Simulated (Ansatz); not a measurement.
# CHO2 (charge -1), SMILES O=C[O-]: a rigid scan of one bond length

Program: Ansatz 0.2.0, Python API.

Typed at the interpreter:
```pycon
>>> import ansatz as az
>>> import numpy as np
>>> system = (
...     az.Crystal.molecule()
...     .atom("O", (-1.0326, -0.7394, 0.0033))
...     .atom("C", (0.0043, -0.0241, -0.0001))
...     .atom("O", (1.2245, -0.3371, -0.0065))
...     .atom("H", (-0.1962, 1.1006, 0.0033))
... )
>>> symbols = [site.symbol for site in system.cartesian_sites]
>>> start = np.array([site.position_ang for site in system.cartesian_sites])
>>> axis = (start[2] - start[1]) / np.linalg.norm(start[2] - start[1])
>>> moving = [2]
>>> lengths, energies = [1.109, 1.159, 1.209, 1.26, 1.31, 1.36, 1.411, 1.486], []
>>> for length in lengths:
...     xyz = start.copy()
...     xyz[moving] += (length - np.linalg.norm(start[2] - start[1])) * axis
...     point = az.Crystal.molecule()
...     for symbol, place in zip(symbols, xyz):
...         point = point.atom(symbol, place.tolist())
...     calculation = (
...         point.calculation()
...         .basis(gaussian="cc-pVDZ")
...         .functional("b3lyp")
...         .charge(-1)
...         .scf(lower_state_search="off")
...     )
...     r = calculation.run().report
...     energies.append(r["free_energy_ev"])
...     print(f"r = {length:6.3f} A  E = {energies[-1]:.5f} eV  <S^2> = {abs(r['mean_field']['state']['spin_squared']):.3f}")
...
r =  1.109 A  E = -5147.18872 eV  <S^2> = 0.000
r =  1.159 A  E = -5147.77539 eV  <S^2> = 0.000
r =  1.209 A  E = -5148.06220 eV  <S^2> = 0.000
r =  1.260 A  E = -5148.12990 eV  <S^2> = 0.000
r =  1.310 A  E = -5148.03799 eV  <S^2> = 0.000
r =  1.360 A  E = -5147.83587 eV  <S^2> = 0.000
r =  1.411 A  E = -5147.55224 eV  <S^2> = 0.000
r =  1.486 A  E = -5147.04899 eV  <S^2> = 0.000
>>> fit = np.polynomial.Polynomial.fit(lengths, np.array(energies) - min(energies), 4).convert()
>>> roots = [r.real for r in fit.deriv().roots() if abs(r.imag) < 1e-9 and fit.deriv(2)(r.real) > 0]
>>> r_e = min(roots, key=lambda r: abs(r - lengths[int(np.argmin(energies))]))
>>> print(f"minimum of the fit at {r_e:.4f} A, force constant {fit.deriv(2)(r_e):.2f} eV/A^2")
minimum of the fit at 1.2526 A, force constant 66.03 eV/A^2
```

Notes:
- The settings weren't tested for convergence.
- The rest of the molecule is held rigid at a force-field or estimated start geometry, and the basis set is modest; single-reference methods fail as a bond breaks.
- b3lyp holds the VWN-RPA fit, as in Gaussian; the form of ORCA and Turbomole is b3lyp5.
- The orbitals are restricted, so S² is zero by construction.
- Anions want diffuse functions, which this basis lacks.
- Timing: 3.7 s on 1 thread of Arm Neoverse V1, with other jobs on the host, peak memory 0.15 GiB.
